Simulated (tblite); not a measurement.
Isomers of C4H4F2. All values are computed: GFN2-xTB (tblite) harmonic vibrations without scaling, gas phase. Errors from tens to a few hundred cm⁻¹ against measured bands are possible. One conformer each.

Electronic energies: GFN2-xTB at the same geometries; isomer energies are rough at this level and their order can be wrong.

```csv
SMILES,"electronic energy, lowest = 0 (kcal/mol)"
FC1=C(F)CC1,0.0
FCC1=C(F)C1,31.8
FC1(F)C=CC1,0.3
FCC#CCF,12.3
C=C1CC1(F)F,10.5
```

Problem. How do GFN2-xTB zero-point energies change the relative energies?

Solution. 
| SMILES | ZPE (kcal/mol) | of it from modes above 1550 cm⁻¹ | electronic (kcal/mol) | with ZPE, lowest = 0 (kcal/mol) | lowest mode (cm⁻¹) | rings |
| --- | --- | --- | --- | --- | --- | --- |
| FC1=C(F)CC1 | 44.0 | 19.8 | 0.0 | 0.3 | 219 | 1 |
| FC1(F)C=CC1 | 43.3 | 20.0 | 0.3 | 0.0 | 172 | 1 |
| C=C1CC1(F)F | 42.5 | 20.4 | 10.5 | 9.3 | 148 | 1 |
| FCC#CCF | 42.3 | 20.1 | 12.3 | 10.9 | 33 | 0 |
| FCC1=C(F)C1 | 42.8 | 19.8 | 31.8 | 30.9 | 51 | 1 |

The zero-point energies span 1.7 kcal/mol, from `FCC#CCF` to `FC1=C(F)CC1`. With it `FC1(F)C=CC1` becomes the lowest.

Problem. What do entropy and thermal enthalpy add at 298.15 K and 1 bar (rigid rotor, harmonic oscillator, one conformer each)?

Solution. 
```csv
SMILES,point group,symmetry number,S (cal/(mol K)),H − H(0) (kcal/mol),ZPE + H − H(0) − TS (kcal/mol)
FC1=C(F)CC1,C2v,2,72.5,3.92,26.3
FC1(F)C=CC1,Cs,1,73.1,3.87,25.4
C=C1CC1(F)F,Cs,1,75.4,4.18,24.2
FCC#CCF,C2,2,82.1,4.84,22.6
FCC1=C(F)C1,Cs,1,80.0,4.50,23.4
```
